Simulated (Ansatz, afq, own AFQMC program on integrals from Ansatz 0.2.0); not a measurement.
# BHO, singlet in cc-pVDZ along one coordinate

```tsv
atom	x (Å)	y (Å)	z (Å)
B	0.0000	0.0000	0.0084
O	0.0000	0.0000	-1.1895
H	0.0000	0.0000	1.1811
```

The B1–O2 distance is changed with both sides rigid. Energies in mEh count from this geometry (1.198 Å) at the same level; the start stands on RHF, each point on the determinant named.

Basis cc-pVDZ. Noble-gas cores (and the filled d shells of Ga–Kr and In–Xe) are frozen. AFQMC by an in-house program on the Cholesky factors that Ansatz 0.2.0 writes for its CCSD(T) run. ph-AFQMC/CISD is guided by a CISD state made of CCSD amplitudes; releasing the constraint for a short imaginary time cuts its bias at the price of noise, slowly where states lie close. Uncertainties: one standard error, sampling alone.

Cautions, each for one point or more: CCSDT(Q) on the RHF determinant differs, perhaps since the unrestricted series falls towards higher spin; an unrestricted solution with more broken spin lies lower; cluster runs in doubt by the program's own checks; higher spins were not checked; raised T1 diagnostic; released walk and highest rung disagree; strong correlation; unrestricted determinant spin contaminated; walk and cluster series may follow different spin states.

| r(B1–O2) / Å | det. | T1 | weight | ⟨S²⟩ | CCSD | wB97M-V | CCSD(T) |
| --- | --- | --- | --- | --- | --- | --- | --- |
| 0.976 | RHF | 0.013 | 0.92 | pure | 152.7 | 145.2 | 155.9 |
| 1.497 | RHF | 0.045 | 0.86 | pure | 80.1 | 85.9 | 72.6 |
| 4.046 | UHF†‡¶ | 0.008 | 0.78 | 1.01 | 352.6 | 395.9§ | 349.7 |

Task: Estimate the curve of phaseless AFQMC with a CISD trial, counted from the same start.

Result: 
```json
{"r(B1–O2) / Å": "0.976", "det.": "RHF", "T1": "0.013", "weight": "0.92", "⟨S²⟩": "pure", "ph-AFQMC/CISD": "156.5 ± 0.6", "CCSDT(Q)": "156.5"}
{"r(B1–O2) / Å": "1.497", "det.": "RHF", "T1": "0.045", "weight": "0.86", "⟨S²⟩": "pure", "ph-AFQMC/CISD": "71.9 ± 1.0", "CCSDT(Q)": "70.9"}
{"r(B1–O2) / Å": "4.046", "det.": "UHF†‡¶", "T1": "0.008", "weight": "0.78", "⟨S²⟩": "1.01", "ph-AFQMC/CISD": "410.1 ± 1.3", "CCSDT(Q)": "336.3"}
```

Weight is that of the determinant in the CISD state; at the start T1 is 0.022 and the weight 0.90. ¶ marks points with a poor determinant and no full CI, where no value is sure; they don't count among the departures. A dagger marks points whose determinant fills other symmetries than the start's, so the wave-function levels may follow another state there, or a degenerate partner. A double dagger marks points where the walks on two determinants ended up to 6.1 mEh apart; the lower is shown. § marks a functional whose ⟨S²⟩ is too high by over 0.1. Largest departures from phaseless AFQMC with a CISD trial: CCSD(T) 0.7 mEh at 1.497 (on RHF) (within the noise), CCSDT(Q) -1.1 mEh at 1.497 (on RHF) (within the noise), CCSD 8.2 mEh at 1.497 (on RHF), wB97M-V 14.0 mEh at 1.497. The walk's constraint bias lies outside its error bars, so these are departures and not errors. Functionals count only at points shown to share the start's state and spin. In this small basis the wave-function levels are far from their limit, so their gap to the functionals isn't the functionals' error.

CCSDT and higher add their correlation energy to the determinant of the CCSD(T) run, since their own runs factorise the integrals more tightly (a shift of under 2 meV). A walk keeps the symmetry of its determinant, which the program's search chose and which needn't be the lowest solution, so a lower state of the same spin and another symmetry isn't excluded.
